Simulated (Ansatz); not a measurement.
Gas-phase electronic energies from Ansatz, PBE0-D4/def2-TZVP geometries. CCSD(T)/CBS adds triple-zeta CCSD(T) − MP2 to the extrapolated MP2 energy (def2 sets, frozen cores). This one scheme is used for every species. DFT in def2-TZVPP. One conformer a species, not always the lowest.

Reaction (substitution at a C–F bond): `CC(Cl)CF` + HCl → `CC(Cl)CCl` + H–F

```json
{"level": "LDA (SPW92)", "ΔE (kcal/mol)": "-4.4", "difference from CCSD(T)/CBS": "2.1"}
{"level": "revPBE-D4", "ΔE (kcal/mol)": "-6.1", "difference from CCSD(T)/CBS": "0.4"}
{"level": "B97M-V", "ΔE (kcal/mol)": "-2.6", "difference from CCSD(T)/CBS": "3.9"}
{"level": "BHLYP-D4", "ΔE (kcal/mol)": "-3.4", "difference from CCSD(T)/CBS": "3.1"}
{"level": "CAM-B3LYP-D4", "ΔE (kcal/mol)": "-2.5", "difference from CCSD(T)/CBS": "4.0"}
{"level": "ωB97X-V", "ΔE (kcal/mol)": "-3.3", "difference from CCSD(T)/CBS": "3.2"}
{"level": "PBE", "ΔE (kcal/mol)": "-3.9", "difference from CCSD(T)/CBS": "2.6"}
{"level": "BHLYP", "ΔE (kcal/mol)": "-2.0", "difference from CCSD(T)/CBS": "4.5"}
{"level": "RPA@PBE/def2-TZVPP", "ΔE (kcal/mol)": "-3.7", "difference from CCSD(T)/CBS": "2.8"}
{"level": "CCSD/CBS(def2)", "ΔE (kcal/mol)": "-5.7", "difference from CCSD(T)/CBS": "0.8"}
{"level": "CCSD(T)/CBS", "ΔE (kcal/mol)": "-6.5", "difference from CCSD(T)/CBS": "0"}
```

What do rigid-rotor, harmonic-oscillator terms from PBE0-D4/def2-TZVP frequencies (298.15 K, 1 bar) make of the CCSD(T)/CBS value? (Best estimate.)

The calculation gave: ΔZPE = +0.7 kcal/mol, ΔH = -5.7 kcal/mol, ΔS = -3 J/(mol·K), ΔG = -5.5 kcal/mol.

Largest T1 diagnostic among the species: 0.010.

The D4 term adds −1.7 kcal/mol with B3LYP and −0.9 kcal/mol with PBE0; it sums over pairs of atoms, weighted by their polarisabilities, and B3LYP, whose exchange is more repulsive, gets the larger term. Leaving LDA and LC-ωPBE aside and taking each functional with its dispersion term where it has one, the values spread over 3.5 kcal/mol, from revPBE-D4 to CAM-B3LYP-D4.

B3LYP here is the variant with VWN-RPA as its local correlation; programs differ in this.
